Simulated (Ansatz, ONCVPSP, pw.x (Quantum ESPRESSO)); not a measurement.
**Equation-of-state test of one ONCV potential (F (Z = 9))**

* Element: F (Z = 9)
* Generator: ONCVPSP 4.0.1
* Type: optimised norm-conserving Vanderbilt (ONCV)
* Functional: LDA (Perdew-Wang 92)
* Relativity: scalar-relativistic
* Frozen core: [He]
* Valence charge: 7
* Reference configuration: 2s2 2p3 (charge +2)
* Partial waves: 2s: rc 0.60 bohr, ncon 3, nbas 7, qcut 12.8 1/bohr, 2 projectors, debl 1.6 Ha; 2p: rc 1.40 bohr, ncon 3, nbas 7, qcut 10.3 1/bohr, 2 projectors, debl 3.7 Ha; d scattering state at 0.15 Ha: rc 1.10 bohr, ncon 4, nbas 8, qcut 8.7 1/bohr, 2 projectors, debl 3.8 Ha
* Local potential: polynomial inside 0.50 bohr (lpopt 5, dvloc0 2 Ha)
* Core correction: none

In the s channel the program set the typed energies aside and used -2.485, 0.250 Ha.

Atomic tests: cutoffs needed: 61 Ha and 74 Ha (the cutoffs (Ha) at which the residual kinetic energy of the hardest occupied pseudo-wave falls to 1 and 0.1 mHa per electron); ghost test: no bound ghost flagged; no localised positive-energy state flagged; largest excitation error: +340 meV (all-electron minus pseudo) for 2s1 2p5, out of 4 test configurations.

Crystal test: bcc F in pw.x 7.5, no spin, 18³ k-points, Fermi–Dirac smearing 0.01 Ry, cutoffs 170/680 Ry. The reference is all-electron LAPW (Ansatz 0.2.0) with the same functional, mesh and smearing; V0 and B0 come from Birch–Murnaghan fits to the pressures at five volumes. Errors are pseudo minus all-electron; Δ is the rms difference of the E(V) curves that follow from these fits, minima aligned, over ±6 % about the mean V0. Mesh and smearing are coarse, so the numbers serve the comparison and aren't converged zero-temperature values; the lattice is a test structure that the element need not adopt.

```json
{"V (Å³/atom)": "8.089", "P all-electron (GPa)": "5.46", "P pseudo (GPa)": "3.85"}
{"V (Å³/atom)": "8.302", "P all-electron (GPa)": "2.41", "P pseudo (GPa)": "0.95"}
{"V (Å³/atom)": "8.515", "P all-electron (GPa)": "-0.20", "P pseudo (GPa)": "-1.50"}
{"V (Å³/atom)": "8.728", "P all-electron (GPa)": "-2.43", "P pseudo (GPa)": "-3.59"}
{"V (Å³/atom)": "8.941", "P all-electron (GPa)": "-4.32", "P pseudo (GPa)": "-5.37"}
```

All-electron: a0 = 2.571 Å (V0 = 8.50 Å³/atom), B0 = 97.3 GPa.

Pseudopotential: mean pressure error (GPa): -1.32; a0 (Å): 2.559; a0 error (%): -0.46; B0 error (%): +1.6; Δ (meV/atom): 2.5.

Question: At the middle volume, how do free energy and pressure move when the wave cutoff is lowered (ecutrho kept at four times it)?

Answer:

```
cutoff (Ry)  shift of F (meV/atom)  shift of P (GPa)
         76                 +831.9            -48.25
        102                 +172.9            -13.84
        136                  +14.5             -2.00
```

The 8 pw.x runs together took about 3 min on one core of a shared server CPU.
